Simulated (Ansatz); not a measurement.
```yaml
crystal:
  periodic: [false, false, false]
  atoms:
    - {symbol: C, position_ang: [-1.574724, 0.587348, 0.160938]}
    - {symbol: P, position_ang: [0.159360, 0.494044, -0.584935]}
    - {symbol: C, position_ang: [1.019317, 0.316829, 1.538753]}
    - {symbol: C, position_ang: [0.266106, -1.296931, -1.320040]}
    - {symbol: S, position_ang: [0.641017, 2.008095, -1.490880]}
    - {symbol: H, position_ang: [-1.551440, 1.044927, 0.775762]}
    - {symbol: H, position_ang: [-1.742666, -0.336661, 0.791035]}
    - {symbol: H, position_ang: [-2.331194, 0.545458, -0.807761]}
    - {symbol: H, position_ang: [0.899024, 1.266954, 1.883666]}
    - {symbol: H, position_ang: [2.323940, 0.351822, 1.062210]}
    - {symbol: H, position_ang: [0.762754, -0.579203, 2.026171]}
    - {symbol: H, position_ang: [0.399389, -1.831259, -0.362614]}
    - {symbol: H, position_ang: [1.192350, -1.160964, -1.282086]}
    - {symbol: H, position_ang: [-0.186107, -1.294929, -1.962789]}
basis:
  gaussian: {orbitals: cc-pVTZ}
total_charge: -1
magnetization: {spin_polarized: true, initial_magnetization: 1}
hamiltonian: {xc: {name: BHLYP}, dispersion: d4}
kpoints: {mp_grid: {grid: [2, 2, 2]}}
output: {forces: true}
```

```sh
$ ansatz run in.yaml --threads 4 --pin off --events-out ev --progress --plain --max-ram 10444MiB
```

How does Ansatz answer? (An estimate is asked.)

Computed: The program refused the input.
```
Error: invalid value for `basis.gaussian`: such a run doesn't read kpoints; remove what it names
```
